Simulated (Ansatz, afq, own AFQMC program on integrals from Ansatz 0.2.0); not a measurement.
**AlSiH, triplet: AFQMC among the cluster methods**

```yaml
atoms:
  - { symbol: Si, position_ang: [0.0000, 0.0000, 5.0377] }
  - { symbol: Al, position_ang: [0.0000, 0.0000, -0.5906] }
  - { symbol: H, position_ang: [0.0000, 0.0000, -4.4471] }
```

Connectivity, by distances: Si ··· Al ··· H.

Basis 6-31G. Noble-gas cores (and the filled d shells of Ga–Kr and In–Xe) are frozen. Integrals, coupled cluster, full CI and functionals: Ansatz 0.2.0; the random walks run on the same integrals in our own AFQMC program. The CISD trial takes its coefficients from CCSD amplitudes. Released means that phaseless walkers are propagated on without the constraint, phases kept. Error bars are statistical, one sigma.

Determinant: ROHF, the one that the program's search chose, which needn't be the lowest solution. The geometry is a point of a scan.

Full CI on the same integrals is exact in this basis and with this determinant's frozen core.

Cautions: lower spins were not checked; a spin-contaminated unrestricted determinant lies lower (UHF 1.96 eV lower, ⟨S²⟩ 2.96); the search met a lower determinant of the same kind, perhaps of another symmetry (311 meV lower), and this one is a saddle point; strong correlation (T1 0.099, weight of the determinant 0.62, largest double 0.51); the CCSD(T) amplitudes may be one of several solutions (largest double 0.51); the CCSDT(Q) amplitudes may be one of several solutions (largest double 0.52); the CCSDTQ amplitudes may be one of several solutions (largest double 0.52); the released energies are still falling, so no released level is given (meV from the phaseless value at times in 1/Eh: -3 ± 4 at 0.24, -4 ± 3 at 0.51, -13 ± 3 at 0.99, -17 ± 4 at 1.62, -26 ± 5 at 2.40).

The T1 diagnostic is 0.0992, the weight of the determinant in the CISD state is 0.621 and the size of the correlated space is 8 electrons in 18 orbitals.

```csv
level,correlation energy (eV)
MP2,-1.8704
CCSD,-3.4832
CCSD(T),-3.5648
```

Problem. Estimate where full CI lies against CCSD(T) on the same integrals.

Solution. 1.2 kJ/mol above CCSD(T).

Reference: full CI, correlation energy -3.552 eV. The cautions show a poor starting determinant, so the rows tell how each method copes with it here, and full CI is the sure value.

| level | E − E(reference) (kJ/mol) | share of correlation (%) |
| --- | --- | --- |
| CCSD(T) | -1.2 | 100.36 |
| CCSDT | 0.2 | 99.94 |
| CCSDT(Q) | 0.4 | 99.89 |
| CCSDTQ | 0.0 | 100.00 |
| ph-AFQMC/CISD | 8.0 ± 0.4 | 97.67 |

CCSDT and higher add their correlation energy to the determinant of the CCSD(T) run, since their own runs factorise the integrals more tightly (a shift of under 2 meV). A walk keeps the symmetry of its determinant, which the program's search chose and which needn't be the lowest solution, so a lower state of the same spin and another symmetry isn't excluded.
